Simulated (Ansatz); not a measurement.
A trace of molecular dynamics of CHS₂ (4 atoms, charge -1, multiplicity 1).

Computed with RKS B3LYP/def2-SVPD (Ansatz 0.2.0).

```json
{
 "ensemble": "NVE (velocity Verlet)",
 "starting velocities drawn for": "100 K",
 "seed": "10296"
}
```

```json
{"time (fs)": "0.0", "T (K)": "100", "potential energy less start (eV)": "0.000", "conserved less start (meV/atom)": "0.00"}
{"time (fs)": "4.0", "T (K)": "69", "potential energy less start (eV)": "0.008", "conserved less start (meV/atom)": "0.01"}
{"time (fs)": "8.0", "T (K)": "44", "potential energy less start (eV)": "0.015", "conserved less start (meV/atom)": "0.01"}
{"time (fs)": "12.0", "T (K)": "134", "potential energy less start (eV)": "-0.009", "conserved less start (meV/atom)": "0.05"}
{"time (fs)": "16.0", "T (K)": "1283", "potential energy less start (eV)": "-0.304", "conserved less start (meV/atom)": "0.41"}
{"time (fs)": "20.0", "T (K)": "7874", "potential energy less start (eV)": "-2.011", "conserved less start (meV/atom)": "-0.22"}
{"time (fs)": "24.0", "T (K)": "9170", "potential energy less start (eV)": "-2.349", "conserved less start (meV/atom)": "-0.95"}
{"time (fs)": "28.0", "T (K)": "2273", "potential energy less start (eV)": "-0.561", "conserved less start (meV/atom)": "0.31"}
{"time (fs)": "32.0", "T (K)": "3825", "potential energy less start (eV)": "-0.963", "conserved less start (meV/atom)": "-0.05"}
{"time (fs)": "36.0", "T (K)": "4728", "potential energy less start (eV)": "-1.186", "conserved less start (meV/atom)": "2.55"}
{"time (fs)": "40.0", "T (K)": "6804", "potential energy less start (eV)": "-1.732", "conserved less start (meV/atom)": "0.21"}
{"time (fs)": "44.0", "T (K)": "2034", "potential energy less start (eV)": "-0.499", "conserved less start (meV/atom)": "0.13"}
{"time (fs)": "48.0", "T (K)": "784", "potential energy less start (eV)": "-0.177", "conserved less start (meV/atom)": "0.07"}
{"time (fs)": "52.0", "T (K)": "2055", "potential energy less start (eV)": "-0.504", "conserved less start (meV/atom)": "0.33"}
{"time (fs)": "56.0", "T (K)": "9943", "potential energy less start (eV)": "-2.557", "conserved less start (meV/atom)": "-2.95"}
{"time (fs)": "60.0", "T (K)": "10497", "potential energy less start (eV)": "-2.719", "conserved less start (meV/atom)": "-7.76"}
{"time (fs)": "64.0", "T (K)": "2593", "potential energy less start (eV)": "-0.643", "conserved less start (meV/atom)": "0.40"}
{"time (fs)": "68.0", "T (K)": "1508", "potential energy less start (eV)": "-0.363", "conserved less start (meV/atom)": "0.18"}
{"time (fs)": "72.0", "T (K)": "6415", "potential energy less start (eV)": "-1.631", "conserved less start (meV/atom)": "0.25"}
{"time (fs)": "76.0", "T (K)": "5864", "potential energy less start (eV)": "-1.469", "conserved less start (meV/atom)": "5.24"}
{"time (fs)": "80.0", "T (K)": "3231", "potential energy less start (eV)": "-0.807", "conserved less start (meV/atom)": "0.52"}
{"time (fs)": "84.0", "T (K)": "2838", "potential energy less start (eV)": "-0.706", "conserved less start (meV/atom)": "0.41"}
{"time (fs)": "88.0", "T (K)": "9955", "potential energy less start (eV)": "-2.561", "conserved less start (meV/atom)": "-3.29"}
{"time (fs)": "92.0", "T (K)": "6112", "potential energy less start (eV)": "-1.558", "conserved less start (meV/atom)": "-0.80"}
{"time (fs)": "96.0", "T (K)": "1997", "potential energy less start (eV)": "-0.489", "conserved less start (meV/atom)": "0.44"}
{"time (fs)": "100.0", "T (K)": "8920", "potential energy less start (eV)": "-2.291", "conserved less start (meV/atom)": "-2.66"}
```

Q: Is this trajectory sound?

A: The conserved energy wandered by up to 10.5 meV per atom (net -2.7 meV per atom), which is poor conservation. The system heated up, since it started high on the potential surface and ran downhill. A run of 0.1 ps of so small a system gives no equilibrium averages. The orbitals stay closed-shell, which can raise the energy where a bond breaks towards radicals; this wasn't checked here. Limits of this set-up: the dipole of an ion depends on the origin. The time step was 0.5 fs.

The run took 3.8 min on 2 threads of Arm Neoverse V1 (shared host), peak memory 0.14 GiB.
